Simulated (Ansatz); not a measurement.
Rock-salt RbBr: LDA at its full settings (plane-wave cutoff 520 eV, 8×8×8 k mesh, Fermi–Dirac smearing 0.01 eV, scalar-relativistic PAW data made under PBE) and at cheaper ones, in a cell of 2 atoms with Γ-centred meshes.

| level and setting | equilibrium lattice constant a (Å) | bulk modulus (GPa) |
|---|---|---|
| LDA (Ansatz) | 6.668 | 18.4 |
| LDA (2×2×2 k mesh) (Ansatz) | 6.722 | 17.5 |
| LDA (4×4×4 k mesh) (Ansatz) | 6.668 | 18.4 |

Largest shifts from the full settings: lattice constant a +0.81 % (LDA (2×2×2 k mesh)), against a difference of -2.26 % of the full result from the reference 6.822 Å (measured, low temperature, not corrected to a static lattice; as tabulated in Doll and Stoll (1998), arXiv:cond-mat/9801031); bulk modulus -4.9 % (LDA (2×2×2 k mesh)), against a difference of +15.0 % of the full result from the reference 16 GPa (measured, 4 K, no zero-point or thermal correction; as tabulated in Doll and Stoll (1998), arXiv:cond-mat/9801031).

Ansatz's density-functional and Hartree–Fock values are scalar-relativistic unless marked +SOC, with PAW data made under PBE.

Run with cheap settings on purpose, which may leave them unconverged: LDA (2×2×2 k mesh), LDA (4×4×4 k mesh).

Ansatz is an electronic-structure program.
